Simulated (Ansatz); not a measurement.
Basis-set extrapolation for `[O]F` radical (PBE0-D4/def2-TZVP geometry, frozen core, Ansatz 0.2.0). Multiplicity 2, UHF reference.

```json
{"": "HF", "cc-pV(T+d)Z": "-174.193300", "cc-pV(Q+d)Z": "-174.207334"}
{"": "MP2 correlation", "cc-pV(T+d)Z": "-0.446540", "cc-pV(Q+d)Z": "-0.486612"}
{"": "CCSD(T) correlation", "cc-pV(T+d)Z": "-0.476283", "cc-pV(Q+d)Z": "-0.515772"}
```

Energies in hartree. Use E(X) = E(∞) + A·exp(−5.46·√X) for Hartree–Fock and E(X) = E(∞) + B·X^(−3.05) for correlation, with X = 3 and 4.

Question: What is the CCSD(T) energy at the basis-set limit?

Answer: HF limit: -174.207334 + (-0.014034) × 0.30130 = -174.21156. Correlation limit: -0.515772 + (-0.039489) × 0.71189 = -0.54388. Total: -174.75544 hartree, 53.9 kcal/mol below CCSD(T)/cc-pV(T+d)Z.
